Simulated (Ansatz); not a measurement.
Compare A (`C/C=C/C`) with its isomer B (`CC1CC1`).

Calculated with Ansatz (gas phase, PBE0-D4/def2-TZVP geometries, no zero-point term in ΔE). CBS: MP2 limit from def2 TZ/QZ plus the TZ coupled-cluster correction, frozen cores. Functionals use def2-TZVPP. B3LYP here is the variant with VWN-RPA as its local correlation; programs differ in this.

Task: Which is lower in electronic energy at CCSD(T)/CBS, and by how much? (Best estimate.)

Result: Ansatz gave: A, by 8.2 kcal/mol.

Task: Give E(B) − E(A) in kcal/mol with B3LYP-D4, PBE0-D4, LDA (SPW92), HF/def2-TZVPP, ωB97M-V, B2PLYP, MP2/def2-TZVPP. (Best estimate.)

Result: Ansatz gave: B3LYP-D4 10.0, PBE0-D4 5.0, LDA (SPW92) 3.5, HF/def2-TZVPP 10.6, ωB97M-V 6.5, B2PLYP 9.0, MP2/def2-TZVPP 5.4. None reverses the order clearly.

Task: Does the order hold for the free energy at 298.15 K (harmonic terms from PBE0-D4)? (Best estimate.)

Result: Computed: Yes: G(B) − G(A) = +9.4 kcal/mol.

Largest T1 diagnostic: 0.010.

From BLYP to BHLYP (50 % exact exchange), in def2-TZVPP and without D4, E(B) − E(A) moves by −3.3 kcal/mol. At CCSD(T), def2-SVP lies −1.1 kcal/mol from the extrapolated value and def2-TZVPP −0.3 kcal/mol.
